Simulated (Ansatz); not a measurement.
# CHFOS: structure from calculated spectroscopic constants

These gas-phase data were calculated for one isomer of CHFOS at B3LYP/6-31G* (harmonic, unscaled wavenumbers; equilibrium rotational constants with average atomic masses):

* rotational constants: 11.92, 5.012, 3.529 GHz
* all wavenumbers above 1500 cm⁻¹: 3667

Candidates:

(1) `OC(F)=S`, a singlet
(2) `O=CSF`, a singlet
(3) `O=C(F)S`, a singlet

Question: Which candidate do the data belong to?

Answer: Candidate (1). The band at 3667 cm⁻¹ lies where the O–H stretch is expected; (2), (3) have no mode between 3300 and 4000 cm⁻¹.

The same quantities for all candidates:

```
     rotational constants (GHz)  wavenumbers above 1500 cm⁻¹  E above the lowest, B3LYP/6-31G* (kcal/mol)
(1)         11.92, 5.012, 3.529                         3667                                         11.0
(2)         22.26, 3.645, 3.132                   2973, 1806                                         29.0
(3)         11.15, 5.093, 3.495                   2702, 1909                                          0.0
```

Harmonic stretches to hydrogen usually lie a few per cent above observed fundamentals. Each candidate is one conformer. Programs: Ansatz 0.2.0.
